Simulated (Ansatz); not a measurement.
Input:

```yaml
crystal:
  periodic: [false, false, false]
  atoms:
    - { symbol: Al, position_ang: [-0.000193, 0.005536, -0.0153] }
    - { symbol: Cl, position_ang: [0.01107, -0.000505, 2.101271] }
    - { symbol: C, position_ang: [1.701401, 0.010735, -0.960549] }
    - { symbol: H, position_ang: [2.048353, -1.016583, -1.142572] }
    - { symbol: H, position_ang: [1.617066, 0.49446, -1.942593] }
    - { symbol: H, position_ang: [2.492037, 0.516685, -0.393637] }
    - { symbol: H, position_ang: [-1.434033, -0.010428, -0.69242] }
basis:
  gaussian: { orbitals: "6-31G*" }
hamiltonian:
  xc: r2scan
  dispersion: d4
md:
  timestep: 0.5
  n_steps: 250
  ensemble: nvt_langevin
  temperature: 400.0
  initial_velocities: maxwell_boltzmann
  seed: 608406
  friction: 0.005
```

Run as:

```bash
$ ansatz run input.yaml --threads 1 --pin off --max-ram 2048MiB --backend cpu --events-out ev --progress --plain --runs-dir out
```

Hardware: 1 thread of Arm Neoverse V2 (shared host).

Q: Roughly how long does this run take, and how much memory?

A: 11 min, with a peak of 0.12 GiB, for 251 ionic steps.
